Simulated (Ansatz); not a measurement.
Relaxed structures of MgSi₂H₆, singlet (PBE0-D4/def2-TZVP; forces vanish, vibrations not checked; lower isomers may exist, and structures with a doubtful reference or unclear bonds are left out; Å). Ansatz 0.2.0; basis: def2-TZVPP; cores frozen in the correlated methods. The outer core shell of Li, Na, Mg and K is correlated. The def2 sets are not built for correlating such inner shells, so the correlated values are less sure here.

Question: Rank them by CCSD(T) energy, lowest first, and give each one's height above the lowest. Links in brackets join atoms within 1.22 times the sum of their covalent radii (1.1 for two metals). (An estimate is asked for; the value comes from the calculation.)
A.
MgSi₂H₆ ([SiH3][Mg][SiH3])
```
9
angstrom
Si -1.2260 1.7427 -1.4593
Mg 0.0008 0.0008 0.0003
Si 1.2259 -1.7429 1.4592
H -2.3307 1.1485 -2.2734
H -0.3230 2.4247 -2.4368
H -1.8560 2.8363 -0.6573
H 2.6904 -1.8215 1.1679
H 0.7005 -3.1309 1.2762
H 1.1180 -1.4578 2.9232
```
B.
a complex of Si₂H₆ ([SiH3][SiH3]) + Mg
```
9
angstrom
Si -0.8111 1.1532 -0.9650
Mg 2.1616 -3.0726 2.5713
Si 0.3005 -0.4274 0.3579
H -2.2249 0.7428 -1.1791
H -0.1443 1.2752 -2.2892
H -0.7966 2.4837 -0.2996
H 1.7165 -0.0223 0.5700
H 0.2840 -1.7605 -0.3031
H -0.3606 -0.5495 1.6854
```
C.
a complex of MgSiH₂ ([Mg][SiH2]) + SiH₄
```
9
angstrom
Si -1.4778 2.1523 -1.3895
Mg -0.2133 0.3092 -0.2289
Si 1.5733 -2.2086 1.6273
H -2.0056 0.8530 -2.0394
H -0.1711 2.0046 -2.2022
H 2.3700 -3.2654 2.2982
H 2.4345 -1.4303 0.6960
H 0.4652 -2.8180 0.8440
H 0.9946 -1.2776 2.6306
```

Answer: Computed: A (0.00 kcal/mol), B (1.85 kcal/mol), C (38.79 kcal/mol). Heights count from the lowest.

The T1 diagnostic stays at or below 0.016. The restricted Hartree–Fock reference is unstable towards an unrestricted one at one or more of these structures. A large double-excitation amplitude points to some diradical character; no triplet was computed.

For scale, one of the runs: CCSD(T)/def2-TZVPP, 200 basis functions, launched by `ansatz run in.yaml --threads 2 --pin off --events-out ev --progress --plain --max-ram 4352MiB`. The run took 72 s on 2 CPU threads of an Arm Neoverse V2 (shared host), with 2.4 GiB of host memory at its peak.
